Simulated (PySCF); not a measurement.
## Bond curve of MgS⁺

Set-up: Mg jorge-DZP-DKH, S jorge-DZP-DKH; spin-free X2C with a Gaussian nucleus (PySCF 2.14). Energies in eV from Mg⁺ + S in their ground configurations at the same level. State: ²Π (doublet), unpaired electrons π ↑.

All columns are PBE0. A positive dipole points towards S; it is taken about the centre of mass and depends on that origin.

```json
{"R (Å)": "1.959", "E (eV)": "-1.067", "μ (D)": "-8.07", "Mulliken charge on Mg (basis-dependent)": "1.01", "HOMO (eV)": "-12.85", "LUMO (eV)": "-10.15", "Mayer bond order": "1.53", "⟨S²⟩": "0.75"}
{"R (Å)": "2.050", "E (eV)": "-1.508", "μ (D)": "-8.36", "Mulliken charge on Mg (basis-dependent)": "0.99", "HOMO (eV)": "-12.63", "LUMO (eV)": "-9.92", "Mayer bond order": "1.52", "⟨S²⟩": "0.75"}
{"R (Å)": "2.141", "E (eV)": "-1.748", "μ (D)": "-8.63", "Mulliken charge on Mg (basis-dependent)": "0.98", "HOMO (eV)": "-12.42", "LUMO (eV)": "-9.72", "Mayer bond order": "1.49", "⟨S²⟩": "0.76"}
{"R (Å)": "2.210", "E (eV)": "-1.831", "μ (D)": "-8.82", "Mulliken charge on Mg (basis-dependent)": "0.98", "HOMO (eV)": "-12.29", "LUMO (eV)": "-9.58", "Mayer bond order": "1.47", "⟨S²⟩": "0.76"}
{"R (Å)": "2.278", "E (eV)": "-1.852", "μ (D)": "-9.00", "Mulliken charge on Mg (basis-dependent)": "0.97", "HOMO (eV)": "-12.16", "LUMO (eV)": "-9.45", "Mayer bond order": "1.45", "⟨S²⟩": "0.76"}
{"R (Å)": "2.346", "E (eV)": "-1.826", "μ (D)": "-9.16", "Mulliken charge on Mg (basis-dependent)": "0.97", "HOMO (eV)": "-12.05", "LUMO (eV)": "-9.37", "Mayer bond order": "1.42", "⟨S²⟩": "0.76"}
{"R (Å)": "2.438", "E (eV)": "-1.738", "μ (D)": "-9.35", "Mulliken charge on Mg (basis-dependent)": "0.97", "HOMO (eV)": "-11.91", "LUMO (eV)": "-9.43", "Mayer bond order": "1.38", "⟨S²⟩": "0.77"}
{"R (Å)": "2.551", "E (eV)": "-1.571", "μ (D)": "-9.52", "Mulliken charge on Mg (basis-dependent)": "0.98", "HOMO (eV)": "-11.78", "LUMO (eV)": "-9.52", "Mayer bond order": "1.32", "⟨S²⟩": "0.78"}
{"R (Å)": "2.688", "E (eV)": "-1.327", "μ (D)": "-9.59", "Mulliken charge on Mg (basis-dependent)": "0.97", "HOMO (eV)": "-11.66", "LUMO (eV)": "-9.60", "Mayer bond order": "1.23", "⟨S²⟩": "0.83"}
{"R (Å)": "2.870", "E (eV)": "-0.995", "μ (D)": "-9.37", "Mulliken charge on Mg (basis-dependent)": "0.96", "HOMO (eV)": "-11.60", "LUMO (eV)": "-9.61", "Mayer bond order": "1.02", "⟨S²⟩": "0.99"}
```

A fit through these points gives, at Re = 2.271 Å, μ = -8.98 D and dμ/dR = -2.50 D/Å; the reduced mass is 13.7 u.

Task: How strong is the fundamental in the double-harmonic approximation, I = 42.26·(dμ/dR)²/μred km/mol?

Result: I = 42.26·(-2.50)²/13.7 = 19.3 km/mol at PBE0.

⟨S²⟩ of the unrestricted solution departs from its pure value on part of the curve, where spin states mix. For an ion De counts to the pair picked by the measured ionisation energies or electron affinities, which need not be the lowest pair at this level. The state was picked by a PBE0 search and need not be the measured ground state.
